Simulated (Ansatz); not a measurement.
`C=NC(=C)F` + H₂ → `C=CN=C` + H–F at 400 K and 1 bar (hydrogenolysis of a C–F bond).

Computed with Ansatz on PBE0-D4/def2-TZVP structures; ΔE is electronic, products minus reactants. CBS: MP2 limit from def2 TZ/QZ plus the TZ coupled-cluster correction, frozen cores. This one scheme is used for every species. One conformer a species, not always the lowest.

```
    species  CCSD(T)/CBS energy (Eh)  H − E (kJ/mol)  S (J/(mol·K))
`C=NC(=C)F`               -271.00035           198.0          321.9
         H₂                 -1.17544            38.0          139.0
   `C=CN=C`               -171.81158           214.8          302.4
        H–F               -100.39570            36.5          182.2
```

H − E and S are ideal-gas, rigid-rotor, harmonic terms from PBE0-D4/def2-TZVP, for one conformer and one mirror image of each species. The MP2-based limit puts H₂ 0.8 mEh under its directly extrapolated value; such offsets cancel only in part. 1 Eh = 2625.50 kJ/mol, R = 8.31446 J/(mol·K).

Task: By hand: ΔE, ΔH, ΔS and ΔG.

Result: ΔE = (-171.81158) + (-100.39570) − (-271.00035) − (-1.17544) = -0.03149 Eh = -82.7 kJ/mol. Δ(H − E) = 214.8 + 36.5 − 198.0 − 38.0 = 15.3, so ΔH = -67.4 kJ/mol. ΔS = 302.4 + 182.2 − 321.9 − 139.0 = 23.7 J/(mol·K). ΔG = -67.4 − 400 × (23.7)/1000 = -76.9 kJ/mol.

Task: By hand: the equilibrium constant, and the temperature at which ΔG would vanish if ΔH and ΔS stayed fixed.

Result: log₁₀ K = −ΔG/(RT ln 10) = 10.0. ΔH and −TΔS have one sign here, so there is no such temperature.

ΔH outweighs TΔS. A doubt of 5 kJ/mol in ΔE shifts log₁₀ K by 0.7 here. Other conformers and mirror images would add mixing entropy, several J/(mol·K) or more a flexible species. These are equilibria of isolated gas molecules and say nothing of rates. Largest T1 diagnostic: 0.013 (customary marks: 0.02 for closed shells, 0.045 for open ones).
